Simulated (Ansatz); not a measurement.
Predicting a hybrid from its neighbours: C3H6F2 (1,3-difluoropropane)

C3H6F2 has 11 atoms, charge 0, and is taken as a singlet. As SMILES, `FCCCF`. The coordinates come from a PBE0-D4/def2-TZVP relaxation. This is one conformer, not always the lowest.

The HOMO–LUMO gap y, in eV, basis cc-pVDZ; a is the functional's share of exact exchange. Programs: Ansatz 0.2.0.

| functional | program | a | y (eV) |
| --- | --- | --- | --- |
| revPBE | Ansatz | 0 | 8.22 |
| BLYP | Ansatz | 0 | 8.06 |
| B3LYP | Ansatz | 0.2 | ? |
| r2SCAN0 | Ansatz | 0.25 | 11.59 |
| PBE0 | Ansatz | 0.25 | 10.89 |
| BHLYP | Ansatz | 0.5 | 13.29 |

Q: Fit y = c + s·a to the known rows and predict B3LYP.

A: 
1. Means of the 5 rows: a = 0.2000, y = 10.410.
2. Σ(Δa)² = 0.175, Σ(Δa·Δy) = 1.855, so the slope is 1.855/0.175 = 10.6.
3. Intercept: 10.410 − (10.6) × 0.2000 = 8.290. The largest residual of the fit is 0.65.
4. B3LYP: 8.290 + (10.6) × 0.2 = 10.41 eV.

The run gave 10.24 eV, so the prediction is off by +0.17 eV, within the scatter of the fit. Exact exchange lowers occupied levels and raises empty ones. The rows mix families of semi-local functionals, which the line can't see.
